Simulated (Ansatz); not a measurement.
# FH2OSi radical: a ladder of functionals and wavefunction methods

One table from this session's results is given with a row withheld; the runs are named, their logs left out.

Computed with Ansatz 0.2.0, Gaussian basis. Level: functionals in def2-TZVPP, the program's frozen cores in correlated methods.

The runs, in order: LDA (SPW92), PBE-D4, revPBE-D4, BLYP-D4, r2SCAN-D4, B97M-V, PBE0-D4, B3LYP-D4, r2SCANh-D4, r2SCAN0-D4, HSE06-D4, BHLYP-D4, CAM-B3LYP-D4, LC-ωPBE, ωB97X-V, ωB97M-V, B2PLYP, PBE-QIDH; CCSD(T)/def2-SVP; CCSD(T)/def2-TZVPP; MP2/def2-QZVPP; extrapolation to the limit; RPA on PBE.

**Structure used throughout**

All runs share one geometry, relaxed beforehand with PBE0-D4 in a triple-zeta def2 set.

5 atoms, charge 0, spin multiplicity 2.

Atoms are counted from 1 here; the program's logs count them from 0.

Bond lengths: O1–Si2 1.636 Å, O1–H4 0.959 Å, Si2–F3 1.603 Å, Si2–H5 1.490 Å. Angles: Si2–O1–H4 119.2°, O1–Si2–F3 110.5°, O1–Si2–H5 105.3°, F3–Si2–H5 107.6°.

Coordinates:

| atom | x (Å) | y (Å) | z (Å) |
| --- | --- | --- | --- |
| O1 | -0.6152 | -0.8846 | -0.2763 |
| Si2 | 0.2839 | 0.2457 | 0.4931 |
| F3 | 0.2070 | 1.6465 | -0.2831 |
| H4 | -1.5645 | -0.7651 | -0.3380 |
| H5 | 1.6888 | -0.2426 | 0.4044 |

Set-up of the first run:

in.yaml

```yaml
crystal:
  periodic: [false, false, false]
  atoms:
    - {symbol: O, position_ang: [-0.615246, -0.884596, -0.276297]}
    - {symbol: Si, position_ang: [0.283942, 0.245681, 0.493067]}
    - {symbol: F, position_ang: [0.207019, 1.646526, -0.283147]}
    - {symbol: H, position_ang: [-1.564507, -0.765053, -0.337994]}
    - {symbol: H, position_ang: [1.688793, -0.242558, 0.404370]}
basis:
  gaussian: {orbitals: def2-TZVPP}
magnetization: {spin_polarized: true, initial_magnetization: 1}
hamiltonian: {xc: lda}
output: {orbitals: {seedname: orbitals}}
```

Among the steps run: LDA; PBE-D4 (GGA); revPBE-D4 (GGA); BLYP-D4 (GGA); r2SCAN-D4 (meta-GGA); B97M-V (meta-GGA); PBE0-D4 (hybrid); B3LYP-D4 (hybrid); r2SCANh-D4 (hybrid); r2SCAN0-D4 (hybrid); HSE06-D4 (hybrid); BHLYP-D4 (hybrid); CAM-B3LYP-D4 (range-separated); LC-ωPBE-D4 (range-separated; the results give it without D4); ωB97X-V (range-separated); ωB97M-V (range-separated); B2PLYP (double hybrid); PBE-QIDH (double hybrid).

One of the session's tables, all rows but one given; the rest of the session is left out.

It belongs to the step «Frontier levels by functional». 

| functional | HOMO (eV) | LUMO (eV) | gap (eV) |
| --- | --- | --- | --- |
| LDA (SPW92) | -4.99 | -3.64 | 1.35 |
| PBE-D4 | ? | ? | ? |
| revPBE-D4 | -5.01 | -3.03 | 1.98 |
| BLYP-D4 | -4.86 | -3.28 | 1.58 |
| r2SCAN-D4 | -5.42 | -2.69 | 2.73 |
| B97M-V | -5.09 | -3.47 | 1.62 |
| PBE0-D4 | -6.32 | -2.25 | 4.07 |
| B3LYP-D4 | -6.04 | -2.72 | 3.32 |
| r2SCANh-D4 | -5.88 | -2.39 | 3.50 |
| r2SCAN0-D4 | -6.59 | -1.95 | 4.64 |
| HSE06-D4 | -5.91 | -2.63 | 3.28 |
| BHLYP-D4 | -7.45 | -1.53 | 5.92 |
| CAM-B3LYP-D4 | -7.61 | -1.43 | 6.18 |
| LC-ωPBE | -9.05 | 0.11 | 9.16 |
| ωB97X-V | -8.52 | -0.50 | 8.02 |
| ωB97M-V | -8.11 | -0.65 | 7.45 |

Estimate the missing values for PBE-D4.

**Answer.** HOMO (eV): -5.03; LUMO (eV): -3.19; gap (eV): 1.85. In the column «HOMO (eV)» it lies between B97M-V (-5.09) and revPBE-D4 (-5.01).
